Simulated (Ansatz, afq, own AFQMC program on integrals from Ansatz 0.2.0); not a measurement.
**MgCl⁻, triplet in aug-cc-pVDZ, levels against CCSDT(Q)**

```xyz
2

Cl    0.0000    0.0000    0.0000
Mg    0.0000    0.0000    7.8450
```

Basis aug-cc-pVDZ. Only valence electrons are correlated. Ansatz 0.2.0 and our own AFQMC program on the same integrals; the CISD trial comes from CCSD amplitudes, and released means the phaseless constraint is let go. Error bars are statistical, one sigma.

Determinant: ROHF, the one that the program's search chose, which needn't be the lowest solution. The geometry is a point of a scan.

No full CI on the walks' own integrals is used here; CCSDT(Q) serves as the reference and is uncertain by about the last step of the cluster series.

Cautions: lower spins were not checked.

```
T1 diagnostic                               : 0.0091
weight of the determinant in the CISD state : 0.916
size of the correlated space                : 10 electrons in 44 orbitals
```

```csv
level,correlation energy (eV)
MP2,-4.3845
CCSD,-4.7511
CCSD(T),-4.8633
```

(1) Estimate where AFQMC with the constraint released lies against CCSD(T) on the same integrals.

(1) 3.4 ± 1.2 kJ/mol below CCSD(T).

Reference: CCSDT(Q), correlation energy -4.881 eV. The released energy is read at 2.40 1/Eh (meV from the phaseless value at times in 1/Eh: 2 ± 8 at 0.24, -1 ± 8 at 0.51, 3 ± 10 at 0.99, 14 ± 12 at 1.62, -10 ± 13 at 2.40).

```json
{"level": "CCSD(T)", "E − E(reference) (kJ/mol)": "1.7", "share of correlation (%)": "99.63"}
{"level": "CCSDT", "E − E(reference) (kJ/mol)": "0.9", "share of correlation (%)": "99.81"}
{"level": "ph-AFQMC/CISD", "E − E(reference) (kJ/mol)": "-0.7 ± 1.0", "share of correlation (%)": "100.14"}
{"level": "released AFQMC", "E − E(reference) (kJ/mol)": "-1.6 ± 1.2", "share of correlation (%)": "100.35"}
```

A walk keeps the symmetry of its determinant, which the program's search chose and which needn't be the lowest solution, so a lower state of the same spin and another symmetry isn't excluded. Released energies are given only where the last usable release times agree within the noise; a slower fall can still hide under it.
